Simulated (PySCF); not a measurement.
## Cost against result

Saddle point of C$_{2}$H$_{5}$Al, closed shell (C₂H₂ (C#C) + AlH₃ → C₂H₅Al ([CH2][CH][AlH2]); bonds formed: Al1–C5, H2–C6; bonds broken: Al1–H2), PBE0-D4/def2-TZVP structure:

Al1  (-0.801, -0.595, -0.432)
H2  (-0.453, -0.997, 1.120)
H3  (-0.263, -1.664, -1.472)
H4  (-2.154, 0.224, -0.558)
C5  (0.735, 0.881, -0.292)
C6  (0.800, 0.394, 0.840)
H7  (1.046, 1.567, -1.054)
H8  (1.090, 0.190, 1.848)
(Å)

Barriers are electronic and count from the start structure reached by relaxing down the imaginary mode.

Computed with PySCF 2.14 with density fitting (its default auxiliary sets; JK sets also for MP2 and CCSD(T)) (basis: as named in each row); correlated methods freeze the cores. B3LYP uses VWN-RPA correlation. Extrapolation: Hartree–Fock as exp(−7.88 √X), correlation as X^−2.97.

Times are rough, for one single point on 4 threads of a shared host (Arm Neoverse V1).

The estimate by CCSD(T) at an estimated basis limit (MP2 extrapolated from triple and quadruple zeta, plus CCSD(T) − MP2 in triple zeta) is 47.1 kJ/mol.

```tsv
method	basis	time (s)	barrier (kJ/mol)	method less estimate
HF	STO-3G	under 1	89.3	42.2
B3LYP-D4	6-31G	2	48.8	1.7
PBE0-D4	def2-SVP	3	23.2	-23.9
PBE-D4	def2-SVP	3	13.9	-33.2
MP2	def2-QZVPP	3	52.9	5.8
SPW92	def2-TZVPP	6	4.1	-43.0
CCSD(T)	def2-SVP	7	47.2	0.1
BHLYP-D4	def2-TZVPP	8	47.9	0.8
PBE0-D4	def2-TZVPP	8	27.6	-19.5
B3LYP-D4	def2-TZVPP	8	36.8	-10.3
PBE-D4	def2-TZVPP	8	18.6	-28.5
r2SCAN-D4	def2-TZVPP	19	23.0	-24.1
wB97M-V	def2-TZVPP	120	41.8	-5.3
CCSD(T)	def2-TZVPP	150	48.3	1.2
```

All methods are single points on the PBE0-D4 structures.

No T1 diagnostic of these runs exceeds 0.019.

Labels in which every atom is bracketed show which atoms are joined, not bond orders.
